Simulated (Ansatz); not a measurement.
Basis-set extrapolation for CH$_{2}$ (PBE0-D4/def2-TZVP geometry, frozen core, Ansatz). Multiplicity 1, RHF reference.

```
                     def2-TZVPP  def2-QZVPP
                 HF  -38.893402  -38.895429
    MP2 correlation   -0.138029   -0.147894
CCSD(T) correlation   -0.168545   -0.176626
```

Energies in hartree. Use E(X) = E(∞) + A·exp(−7.88·√X) for Hartree–Fock and E(X) = E(∞) + B·X^(−2.97) for correlation, with X = 3 and 4.

Task: What is the CCSD(T) energy at the basis-set limit?

Result: HF limit: -38.895429 + (-0.002027) × 0.13774 = -38.89571. Correlation limit: -0.176626 + (-0.008081) × 0.74074 = -0.18261. Total: -39.07832 hartree, 10.3 kcal/mol below CCSD(T)/def2-TZVPP.
